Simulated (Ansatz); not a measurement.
Reactions of C4H6O (`OC1=CCC1`).

Isolated molecules relaxed with PBE0-D4/def2-TZVP in Ansatz; ΔE leaves out vibrations. CCSD(T)/CBS is the MP2 limit (def2-TZVPP, def2-QZVPP) plus CCSD(T) − MP2 in def2-TZVPP, frozen cores. This one scheme is used for every species, atoms too. For atomizations the MP2-based limit and the directly extrapolated one differ by several kJ/mol either way, and by 10 to 25 for some Ge, Se and Sn compounds, so smaller differences from it don't rank the levels. Double bonds are as drawn, so ΔE can hold a change between cis and trans. Functionals use def2-TZVPP. Open shells (•) are unrestricted, without spin–orbit coupling. Spin–orbit coupling would lower the free atoms: a little for C, O. Each species was taken in one conformer, which may not be the lowest.

| reaction | CCSD(T)/CBS(def2) (eV) |
| --- | --- |
| `OC1=CCC1` → 4 C• + 6 H• + O• | 47.94 |
| `OC1=CCC1` → `C=CC(=C)O` | -0.44 |
| `OC1=CCC1` → `C=COC=C` | 0.18 |
| `OC1=CCC1` → `C/C=C\C=O` | -0.65 |
| `OC1=CCC1` + HCl → `ClC1=CCC1` + H₂O | -0.12 |
| `OC1=CCC1` → `C#COCC` | 1.10 |
| `OC1=CCC1` → `C1=CCOC1` | -0.41 |
| `OC1=CCC1` → `C=C=C(C)O` | ? |
| `OC1=CCC1` → `C=C/C=C\O` | ? |
| `OC1=CCC1` + H–F → `FC1=CCC1` + H₂O | ? |

Fill in the missing values. (Estimate.)

The calculation gave: `OC1=CCC1` → `C=C=C(C)O`: +0.24 eV; `OC1=CCC1` → `C=C/C=C\O`: -0.35 eV; `OC1=CCC1` + H–F → `FC1=CCC1` + H₂O: +0.12 eV.

Largest T1 diagnostic: 0.014, for `C/C=C\C=O`.
